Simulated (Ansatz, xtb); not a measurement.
Bonds broken one at a time in the series SiH2(OH)-X. All species are isolated molecules in the gas phase. One relaxed conformer stands for each flexible species; it need not be the lowest. Strings in code marks are SMILES.

Quantity: homolytic bond dissociation enthalpy at 298 K (no spin–orbit term), in kcal/mol. Enthalpy corrections at 298 K come from GFN2-xTB frequencies (xtb).

Case: O–Si bond of `O[SiH2]I` (H–O–Si–I torsion 56°), giving `[OH]` and `[SiH2]I`. Geometry of `O[SiH2]I` (neutral, multiplicity 1, Å):

```xyz
6

O      1.2968     0.0144    -0.2912
Si    -0.2779    -0.3243    -0.0116
I     -1.6438     1.7048    -0.0074
H      1.7394     0.6348     0.2906
H     -0.4929    -0.9570     1.3109
H     -0.7195    -1.1880    -1.1230
```

Estimate the homolytic bond dissociation enthalpy at 298 K (no spin–orbit term) that frozen-core MP2/def2-TZVPP // PBE0-D4/def2-TZVP (Ansatz, an electronic-structure program) returns for this input.

130.3 kcal/mol.
